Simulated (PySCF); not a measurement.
# HS, SMILES `[SH]` (charge 0, multiplicity 2)

These are PBE-D3(BJ)/def2-TZVP run with PySCF values and carry that method's errors.

- highest occupied spin orbital: -6.12 eV
- dipole moment: 0.87 D
- total energy: -398.5779 Ha
- cost: about 6 core-seconds (a rough figure)

```xyz
2

S      0.6784     0.0000     0.0000
H     -0.6784     0.0000     0.0000
```
Charge 0, spin multiplicity 2.
